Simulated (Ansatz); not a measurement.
**B2PLYP/def2-TZVP run of BH3O2 (SMILES OBO)**

Aim: the vertical ionisation energy of BH3O2 at B2PLYP/def2-TZVP, from 2 runs. 

The calculation is run with Ansatz 0.2.0.

54 further runs of the same task are left out: 54 set aside as unsound or not needed.

## (1) The structure to begin with

The species is BH3O2 (6 atoms), meant as a singlet with charge 0. As SMILES, `OBO`. The shape is that of a PBE0-D4/def2-TZVP optimisation. This is one conformer, not always the lowest.

Bond lengths: O1–B2 1.356 Å, B2–O3 1.356 Å, O1–H4 0.958 Å, B2–H5 1.204 Å, O3–H6 0.958 Å. Angles: O1–B2–O3 116.8°, O1–B2–H5 121.6°, O3–B2–H5 121.6°, B2–O1–H4 112.7°, B2–O3–H6 112.7°.

## (2) A single-point energy at B2PLYP/def2-TZVP

The input, input.yaml:

```yaml
crystal:
  periodic: [false, false, false]
  atoms:
    - {symbol: O, position_ang: [-1.176200, -0.524500, -0.251800]}
    - {symbol: B, position_ang: [0.049500, 0.028100, -0.072900]}
    - {symbol: O, position_ang: [0.580600, -0.053800, 1.172500]}
    - {symbol: H, position_ang: [-1.494700, -0.433500, -1.150600]}
    - {symbol: H, position_ang: [0.637800, 0.565600, -0.976100]}
    - {symbol: H, position_ang: [1.445200, 0.354100, 1.232800]}
basis:
  gaussian:
    orbitals: def2-TZVP
total_charge: 0
magnetization:
  spin_polarized: false
  initial_magnetization: 0
hamiltonian:
  xc: {name: B2PLYP}
correlation:
  frozen_orbitals: {B: 1, H: 0, O: 1}
accuracy: high
output:
  orbitals: {seedname: orbitals}
```

The run is started by

```console
ansatz run input.yaml --threads 1 --pin off --max-ram 3480MiB --events-out events.jsonl --progress --plain --runs-dir runs
```

The log of the run:

```text
Warning: RAYON_NUM_THREADS=1 ignored (pool sized by the plan → 1); use --threads N
Functional definition: B2PLYP
  name "B2PLYP"
  parameter a = 0.53
  parameter c = 0.27
  exchange = (1 - a)*b88_x + a*exact_x
  correlation = (1 - c)*lyp_c + c*(mp2_os + mp2_ss)
1972 factors; integrals over basis functions are off by at most 3.6e-9 eV
mean field evaluation 1: about -4810.3353 eV, gradient 5.7e1 eV
mean field evaluation 2: about -4810.3355 eV, gradient 5.7e1 eV
mean field evaluation 4: about -4815.5791 eV, gradient 2.6e0 eV
mean field evaluation 8: about -4815.5940 eV, gradient 1.3e-2 eV
mean field evaluation 16: about -4815.5940 eV, gradient 1.1e-6 eV
mean field -4815.59401567 eV, -176.9698159489 hartree, gradient 2.8e-8 eV, S^2 0.000000; 0 other end points of the search recorded, 0 dependent functions left out
3 core orbitals not correlated: weight in the atoms' cores, before any rotation towards them, 1.000 or more for the frozen orbitals, at most 0.000 for the correlated occupied ones
reference -4815.59403789 eV, -176.9698167654 hartree; 9, 9 occupied and 99, 99 virtual orbitals, 1972 factors
second order -18.76077195 eV of doubles, -0.00000000 eV of singles
Total energy: -4820.65944631 eV, -177.1559670917 hartree
```

Run time: 3.6 s. Hardware: 1 thread of AMD EPYC 9R45 (Zen 5), shared host; peak memory 0.3 GiB.

## (3) The doublet cation, same level

The input, run.yaml:

```yaml
crystal:
  periodic: [false, false, false]
  atoms:
    - {symbol: O, position_ang: [-1.176200, -0.524500, -0.251800]}
    - {symbol: B, position_ang: [0.049500, 0.028100, -0.072900]}
    - {symbol: O, position_ang: [0.580600, -0.053800, 1.172500]}
    - {symbol: H, position_ang: [-1.494700, -0.433500, -1.150600]}
    - {symbol: H, position_ang: [0.637800, 0.565600, -0.976100]}
    - {symbol: H, position_ang: [1.445200, 0.354100, 1.232800]}
basis:
  gaussian: {orbitals: def2-TZVP}
magnetization: {spin_polarized: true, initial_magnetization: 1}
total_charge: 1
output: {orbitals: {seedname: orbitals}}
correlation: {frozen_orbitals: {B: 1, H: 0, O: 1}}
accuracy: high
hamiltonian: {xc: {name: B2PLYP}}
```

The run is started by

```console
ansatz run run.yaml --threads 1 --pin off --max-ram 3480MiB --events-out events.jsonl --progress --plain --runs-dir runs
```

The log of the run, shortened:

```text
Warning: RAYON_NUM_THREADS=1 ignored (pool sized by the plan → 1); use --threads N
[... 2 set-up lines as earlier in the session ...]
[...]
1972 factors; integrals over basis functions are off by at most 3.6e-9 eV
[...]
mean field -4803.78036163 eV, -176.5356721706 hartree, gradient 7.3e-8 eV, S^2 0.805970; 5 other end points of the search recorded, 0 dependent functions left out
3 core orbitals not correlated: weight in the atoms' cores, before any rotation towards them, 1.000 or more for the frozen orbitals, at most 0.000 for the correlated occupied ones
reference -4803.78038234 eV, -176.5356729318 hartree; 9, 8 occupied and 99, 100 virtual orbitals, 1972 factors
second order -17.60421511 eV of doubles, -0.00000000 eV of singles
Total energy: -4808.53352042 eV, -176.7103475344 hartree
```

It took 12 s on 1 thread of AMD EPYC 9R45 (Zen 5), shared host; peak memory 0.47 GiB.

## (4) Results

At B2PLYP/def2-TZVP, 3 core orbitals frozen:

| quantity | value |
| --- | --- |
| singlet BH3O2: total energy | -177.15597 Eh |
| singlet BH3O2: HOMO energy (SCF part's orbitals) | -10.72 eV |
| singlet BH3O2: LUMO energy (SCF part's orbitals) | 1.72 eV |
| singlet BH3O2: HOMO–LUMO gap (SCF part's orbitals) | 12.44 eV |
| doublet cation: total energy | -176.71035 Eh |
| doublet cation: HOMO energy (SCF part's orbitals) (highest over α and β) | -18.34 eV |
| doublet cation: LUMO energy (SCF part's orbitals) (lowest over α and β) | -12.78 eV |
| doublet cation: ⟨S²⟩ | 0.806 |
| vertical ionisation energy (to the doublet cation) | 12.126 eV |

What this shows: Removing an electron at fixed nuclei costs 12.13 eV (280 kcal/mol). −ε(HOMO) before ionisation, 10.72 eV, is 1.40 eV below this ionisation energy.
